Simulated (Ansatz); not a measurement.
# BHNO: the cost of one run

Program: Ansatz 0.2.0, Gaussian basis. Level of theory: single points in def2-TZVPPD. These are calculated values, not measurements.

Cores are frozen in the correlated methods.

2 further runs of the same task are left out: 2 that didn't finish.

**1. The starting structure**

SMILES `[NH-]B=O`, 4 atoms, charge -1, spin multiplicity 1.

Atoms are counted from 1 here; the program's logs count them from 0.

Bond lengths: N1–B2 1.372 Å, N1–H4 0.968 Å, B2–O3 1.254 Å. Angles: B2–N1–H4 115.5°, N1–B2–O3 170.2°.

Geometry (Å):

```xyz
4
BHNO
N    -0.7130    0.2587   -0.4518
B     0.3321   -0.3734    0.1722
O     1.1917   -1.1329    0.6792
H    -0.7401    1.2204   -0.3469
```

**2. PBE-D4/def2-TZVPPD**

run/in.yaml

```yaml
crystal:
  periodic: [false, false, false]
  atoms:
    - {symbol: N, position_ang: [-0.713026, 0.258677, -0.451752]}
    - {symbol: B, position_ang: [0.332126, -0.373386, 0.172202]}
    - {symbol: O, position_ang: [1.191678, -1.132883, 0.679162]}
    - {symbol: H, position_ang: [-0.740108, 1.220351, -0.346862]}
basis:
  gaussian: {orbitals: "def2-TZVPPD.json"}
total_charge: -1
hamiltonian: {xc: pbe, dispersion: d4}
output: {forces: true}
```

The basis file named in the input lies beside it (Basis Set Exchange, JSON).

Launch:

```bash
$ ansatz run in.yaml --threads 2 --pin off --events-out ev --progress --plain --max-ram 3481MiB
```

What time and memory should one allow on 2 threads of Intel Xeon at 2.50GHz, shared host?

About 2 s, with a peak of 0.16 GiB.
